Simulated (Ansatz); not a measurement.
Steps of a relaxation of `CCSC=S` with RKS PBE0-D4/def2-TZVP.

```sh
$ ansatz run in.yaml --threads 4 --pin off --events-out ev --progress --plain --max-ram 10444MiB
```

```yaml
crystal:
  periodic: [false, false, false]
  atoms:
    - {symbol: C, position_ang: [0.856966, -1.082592, 0.574329]}
    - {symbol: C, position_ang: [0.476413, 0.383876, 0.741774]}
    - {symbol: S, position_ang: [0.281210, 1.282712, -0.851150]}
    - {symbol: C, position_ang: [-1.327538, 0.824378, -1.332866]}
    - {symbol: S, position_ang: [-2.050397, 1.289118, -2.724164]}
    - {symbol: H, position_ang: [1.009082, -1.560125, 1.565190]}
    - {symbol: H, position_ang: [1.794026, -1.191880, -0.007968]}
    - {symbol: H, position_ang: [0.062858, -1.645777, 0.043339]}
    - {symbol: H, position_ang: [1.263201, 0.953451, 1.276667]}
    - {symbol: H, position_ang: [-0.464139, 0.512645, 1.316461]}
    - {symbol: H, position_ang: [-1.836282, 0.177293, -0.581013]}
basis:
  gaussian: {orbitals: def2-TZVP}
hamiltonian: {xc: pbe0, dispersion: d4}
relax: {f_tol: 0.005, max_steps: 150}
```

Positions (Å) and forces (eV/Å) along the path, 9 of 9 steps:

```xyz
11
step=1 energy=-24869.8099 eV
C     0.857   -1.083    0.574    0.053   -0.266   -0.058
C     0.476    0.384    0.742   -0.082    0.280    0.088
S     0.281    1.283   -0.851   -0.574   -0.416    0.218
C    -1.328    0.824   -1.333    0.014    0.009   -0.033
S    -2.050    1.289   -2.724    0.372   -0.258    0.754
H     1.009   -1.560    1.565   -0.084    0.259   -0.475
H     1.794   -1.192   -0.008   -0.474    0.083    0.292
H     0.063   -1.646    0.043    0.391    0.292    0.261
H     1.263    0.953    1.277   -0.368   -0.300   -0.260
H    -0.464    0.513    1.316    0.479   -0.081   -0.300
H    -1.836    0.177   -0.581    0.272    0.399   -0.487
11
step=2 energy=-24869.8598 eV
C     0.844   -1.073    0.564    0.025   -0.092    0.008
C     0.473    0.387    0.739   -0.019    0.160   -0.102
S     0.283    1.281   -0.841   -0.325   -0.271    0.122
C    -1.305    0.799   -1.322    0.072    0.258   -0.013
S    -2.037    1.266   -2.695    0.163   -0.169    0.295
H     0.989   -1.548    1.543   -0.024    0.065   -0.139
H     1.773   -1.178   -0.009   -0.134    0.021    0.082
H     0.058   -1.622    0.033    0.112    0.085    0.075
H     1.255    0.942    1.272   -0.104   -0.096   -0.067
H    -0.457    0.514    1.307    0.141   -0.019   -0.079
H    -1.812    0.176   -0.571    0.093    0.058   -0.182
11
step=3 energy=-24869.7774 eV rejected
C     0.821   -1.061    0.552   -0.027    0.107    0.034
C     0.476    0.396    0.740    0.041    0.037   -0.172
S     0.280    1.292   -0.820   -0.154    0.285    0.139
C    -1.322    0.868   -1.256    0.405   -1.159   -0.532
S    -2.001    1.200   -2.687   -0.195    0.344    0.151
H     0.964   -1.539    1.517    0.033   -0.127    0.214
H     1.734   -1.171   -0.021    0.222   -0.046   -0.140
H     0.032   -1.588    0.027   -0.181   -0.134   -0.121
H     1.267    0.925    1.261    0.168    0.106    0.139
H    -0.434    0.531    1.314   -0.202    0.039    0.150
H    -1.752    0.090   -0.605   -0.112    0.547    0.139
11
step=4 energy=-24869.8695 eV
C     0.834   -1.066    0.562   -0.001   -0.006   -0.021
C     0.477    0.395    0.743   -0.049   -0.044    0.006
S     0.254    1.296   -0.812    0.126    0.067   -0.043
C    -1.303    0.800   -1.319   -0.012   -0.045    0.066
S    -2.016    1.257   -2.696   -0.014    0.007   -0.026
H     0.989   -1.541    1.534   -0.001    0.003    0.001
H     1.749   -1.177   -0.023    0.000    0.003   -0.003
H     0.040   -1.608    0.045   -0.004   -0.002   -0.005
H     1.275    0.932    1.261   -0.025    0.025   -0.021
H    -0.433    0.521    1.333   -0.007    0.005    0.037
H    -1.801    0.136   -0.608   -0.013   -0.012    0.008
11
step=5 energy=-24869.8704 eV
C     0.833   -1.066    0.560    0.002   -0.010   -0.004
C     0.475    0.394    0.742   -0.020   -0.006   -0.017
S     0.263    1.295   -0.817    0.020    0.006   -0.007
C    -1.299    0.799   -1.315    0.016    0.001    0.012
S    -2.018    1.252   -2.692    0.002   -0.013    0.021
H     0.985   -1.542    1.533   -0.002    0.003   -0.007
H     1.750   -1.176   -0.022   -0.007    0.003    0.002
H     0.040   -1.607    0.040    0.003    0.004    0.000
H     1.270    0.934    1.263   -0.018    0.005   -0.008
H    -0.438    0.522    1.328    0.004    0.003    0.017
H    -1.796    0.140   -0.597   -0.002    0.004   -0.008
11
step=6 energy=-24869.8707 eV
C     0.831   -1.065    0.558    0.002   -0.002    0.004
C     0.474    0.395    0.741    0.002    0.001   -0.018
S     0.267    1.296   -0.817   -0.007   -0.007    0.006
C    -1.296    0.797   -1.312    0.016    0.015   -0.010
S    -2.017    1.245   -2.688   -0.005   -0.012    0.011
H     0.981   -1.543    1.530   -0.001   -0.002   -0.001
H     1.749   -1.174   -0.023    0.001    0.001   -0.002
H     0.039   -1.605    0.035   -0.002    0.001   -0.003
H     1.268    0.934    1.263   -0.004    0.001    0.005
H    -0.440    0.523    1.326   -0.001    0.004    0.010
H    -1.790    0.140   -0.592   -0.002    0.002   -0.004
11
step=7 energy=-24869.8707 eV
C     0.830   -1.065    0.557    0.001    0.001    0.004
C     0.474    0.396    0.742    0.005   -0.001   -0.011
S     0.267    1.297   -0.816   -0.003   -0.004    0.008
C    -1.294    0.797   -1.311    0.011    0.008   -0.010
S    -2.016    1.241   -2.688   -0.008   -0.006    0.002
H     0.979   -1.544    1.528   -0.001   -0.002    0.001
H     1.747   -1.174   -0.024    0.002    0.001   -0.002
H     0.037   -1.603    0.033   -0.003   -0.001   -0.003
H     1.268    0.934    1.264    0.001    0.000    0.005
H    -0.439    0.524    1.327   -0.002    0.003    0.006
H    -1.788    0.139   -0.590   -0.002    0.001   -0.001
11
step=8 energy=-24869.8707 eV
C     0.829   -1.064    0.555    0.000    0.002    0.002
C     0.474    0.397    0.742    0.002   -0.003    0.000
S     0.267    1.299   -0.815    0.002    0.001    0.005
C    -1.292    0.796   -1.311    0.003    0.001   -0.005
S    -2.015    1.236   -2.688   -0.007   -0.001   -0.004
H     0.977   -1.545    1.526    0.000   -0.001    0.001
H     1.746   -1.173   -0.026    0.002    0.000   -0.001
H     0.035   -1.600    0.031   -0.001   -0.001   -0.001
H     1.269    0.933    1.265    0.004    0.001    0.001
H    -0.438    0.526    1.330   -0.002    0.001    0.001
H    -1.786    0.138   -0.589   -0.002   -0.001    0.001
11
step=9 energy=-24869.8707 eV
C     0.827   -1.064    0.555    0.001    0.002   -0.001
C     0.474    0.398    0.743    0.000    0.000   -0.001
S     0.267    1.301   -0.813    0.001    0.000    0.001
C    -1.292    0.795   -1.311    0.001    0.000    0.003
S    -2.016    1.235   -2.688    0.000   -0.001   -0.001
H     0.975   -1.545    1.525    0.000    0.000    0.000
H     1.745   -1.173   -0.026    0.000   -0.001    0.001
H     0.034   -1.598    0.030   -0.001   -0.001   -0.001
H     1.271    0.933    1.265    0.000    0.000    0.000
H    -0.437    0.527    1.332    0.000    0.000    0.000
H    -1.783    0.135   -0.591   -0.001    0.000   -0.001
```

Hardware: 4 threads of an Arm Neoverse V1 on a shared host. Wall time 32 s, peak host memory 0.56 GiB.
